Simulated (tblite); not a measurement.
Compound: C4H6Cl2.
Cartesian coordinates in Å at the GFN2-xTB level; atoms count from 1:
```
atom  x, y, z in Å
Cl1    2.287   -1.425   -0.607
C2     1.403    0.096   -0.276
C3     0.160   -0.199    0.513
C4    -1.076   -0.673   -0.201
C5    -1.042    0.694    0.398
Cl6   -0.989    2.094   -0.661
H7     2.085    0.742    0.277
H8     1.167    0.543   -1.240
H9     0.359   -0.610    1.496
H10   -1.028   -0.751   -1.276
H11   -1.699   -1.421    0.265
H12   -1.625    0.909    1.283
```

Method: GFN2-xTB as coded in tblite; computed harmonic values from a numerical Hessian at the method's own geometry, unscaled. The method is semi-empirical: single wavenumbers can be off by several per cent or more. One conformer, not necessarily the lowest.

Harmonic wavenumbers (cm⁻¹): 55.5, 122.9, 206.1, 294.3, 412.6, 454.1, 652.5, 739.5, 843.8, 864.0, 883.3, 985.9, 1021.0, 1055.8, 1067.6, 1077.7, 1112.7, 1170.6, 1210.0, 1227.4, 1266.1, 1378.1, 1433.8, 1453.9, 2977.3, 2996.3, 3044.0, 3052.0, 3096.1, 3113.7.

A = 5384, B = 1093, C = 980.3 MHz; mass 123.985 u (most abundant isotopes); point group C1, symmetry number 1.

Task: Zero-point energy?

Result: Half the sum of the wavenumbers: 19634 cm⁻¹ = 56.14 kcal/mol.

Task: What is S at 200 K and 1 bar for an ideal gas of classical rigid rotors and harmonic oscillators?

Result: Translation 38.40, rotation 27.22, vibration 9.41: S = 75.0 cal/(mol K).

Task: And Cp and H(200 K) − H(0)?

Result: Cp = 18.32 cal/(mol K), of which vibrations give 10.37 (their classical limit is 30 R = 59.6); H(200 K) − H(0) = 2.62 kcal/mol without the zero-point energy, 1.03 from vibrations.

Task: Which modes carry the vibrational entropy at 200 K?

Result: 55.5 cm⁻¹: 3.82; 122.9 cm⁻¹: 2.30; 206.1 cm⁻¹: 1.38; 294.3 cm⁻¹: 0.83; 412.6 cm⁻¹: 0.42; 454.1 cm⁻¹: 0.33 cal/(mol K); the other 24 give 0.32 together.

Task: What must be added to the electronic energy to get the Gibbs energy at 200 K and 1 bar?

Result: ZPE + [H(200 K) − H(0)] − T·S = 56.14 + 2.62 − 15.01 = 43.75 kcal/mol.

Hindered rotation and anharmonicity are outside this model. Other conformers, if any are populated, would add a mixing term that is left out. The structure is chiral; the term R ln 2 for an equal mix with its mirror image is left out.
